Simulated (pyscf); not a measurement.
HO–P: (SMILES O[P]) [triplet] + H₂ (SMILES [H][H]) → PH (SMILES [PH]) [triplet] + H₂O (SMILES O), a four-centre exchange (triplet surface; O–P, H–H broken, H–P, H–O formed). PySCF, gas phase, ωB97X-D3(BJ)/def2-SVP geometries. Energies in kJ/mol from the separated reactants.

Small-basis levels: PySCF, no dispersion term, spherical d functions. Open shells are spin-unrestricted. 

```csv
level,barrier,reaction energy
HF/6-31G*,336.0,-28.4
MP2/6-31G*,290.7,+9.4
SVWN5/6-31G*,162.3,+30.1
BP86/6-31G*,211.9,+21.1
B3LYP/STO-3G,256.3,+72.3
B3LYP/LANL2DZ,217.3,-18.0
PBE/def2-SVP,181.1,+4.9
ωB97M-D3(BJ)/def2-TZVP,236.8,+4.2
```

Against the last row the barrier runs from -74.5 (SVWN5/6-31G*) to +99.2 kJ/mol (HF/6-31G*). ωB97M-D3(BJ)/def2-TZVP has limits of its own. HO–P: [triplet] lies 74.7 kJ/mol over its isomer O=PH (electronic energy, ωB97M-D3(BJ)/def2-TZVP). One saddle was located; it need not be the lowest between these sides.
